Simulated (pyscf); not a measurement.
Single points on ωB97X-D3(BJ)/def2-SVP structures (PySCF, gas phase).

**Question.** Estimate by transition-state theory the rate constant of `[NH2][SiH][NH2]` [doublet] + `[NH2]` [doublet] → `[NH2][SiH2][NH2]` + `[NH]` [triplet] (triplet surface; H–N broken, H–Si formed) at 1200 K, with ωB97M-D3(BJ)/def2-TZVP energies (ideal gas, 1 atm, RRHO with modes under 100 cm⁻¹ raised to 100, one conformer, R ln 2 for chiral ones without a mode under 150 cm⁻¹; no tunnelling).

**Answer.** The electronic barrier is 9.7 kcal/mol and the thermal terms add +34.5, so ΔG‡ = 44.2 kcal/mol. With k_BT/h = 2.50e+13 s⁻¹ and RT = 2.385 kcal/mol, and a volume of 1.64e-19 cm³ per molecule at 1 atm, k = 3.7e-14 cm³ molecule⁻¹ s⁻¹. Wigner's tunnelling factor for 1525i cm⁻¹ would be 1.14. A shift of 1 kcal/mol in the barrier changes k by a factor 1.5. On the reactant side the descent ends in a complex (not fully relaxed), 4.0 kcal/mol under the separated species and 13.5 kcal/mol under the saddle at ωB97X-D3(BJ)/def2-TZVP. H₂N–SiH•–NH₂ + NH₂• also meet on a surface of lower spin, which isn't treated here. This is the saddle that the search found; another between the same sides may lie lower. The angle at the transferred H is 169°.
